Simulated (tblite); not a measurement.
Compound: F₂O₂S.
InChI=1S/F2O2S/c1-5(2,3)4

Level: GFN2-xTB in tblite, geometry and Hessian alike; calculated harmonic values, unscaled, isolated species. Errors from tens to a few hundred cm⁻¹ against measured bands are possible.

Harmonic wavenumbers (cm⁻¹): 295.8, 311.9, 425.2, 429.9, 446.4, 690.8, 714.6, 1172.1, 1406.7.

A = 5027, B = 4849, C = 4761 MHz; mass 101.959 u (most abundant isotopes); point group C2v, symmetry number 2.

Problem. Zero-point energy?

Solution. ½Σν̃ = 2947 cm⁻¹ = 35.25 kJ/mol.

Problem. Entropy at 298.15 K, 1 bar (ideal gas, RRHO, classical rotation)?

Solution. Translation 166.53, rotation 100.64, vibration 25.12: S = 292.3 J/(mol K).

Problem. And Cp and H(298.15 K) − H(0)?

Solution. Cp = 73.00 J/(mol K), of which vibrations give 39.74 (their classical limit is 9 R = 74.8); H(298.15 K) − H(0) = 14.94 kJ/mol without the zero-point energy, 5.03 from vibrations.

Problem. How do the functions run with temperature in this model?

Solution. 
```
T (K)  S (J/(mol K))  Cp (J/(mol K))  H − H(0) (kJ/mol)  G − H(0) (kJ/mol)  ln q(vib)
  100          232.3            39.4               3.45             -19.78       0.03
  200          265.9            59.2               8.40             -44.77       0.39
  300          292.7            73.2              15.08             -72.74       1.01
  500          334.3            88.7              31.46            -135.66       2.43
  800          378.5            98.6              59.79            -242.97       4.45
 1000          400.8           101.6              79.84            -320.97       5.63
```

q(vib) and H(0) count from the zero-point level.

Problem. What must be added to the electronic energy to get the Gibbs energy at 298.15 K and 1 bar?

Solution. ZPE + [H(298.15 K) − H(0)] − T·S = 35.25 + 14.94 − 87.14 = -36.95 kJ/mol.

Problem. Which modes carry the vibrational entropy at 298.15 K?

Solution. 295.8 cm⁻¹: 6.03; 311.9 cm⁻¹: 5.66; 425.2 cm⁻¹: 3.66; 429.9 cm⁻¹: 3.59; 446.4 cm⁻¹: 3.38; 690.8 cm⁻¹: 1.33 J/(mol K); the other 3 give 1.48 together.

Hindered rotation and anharmonicity are outside this model.
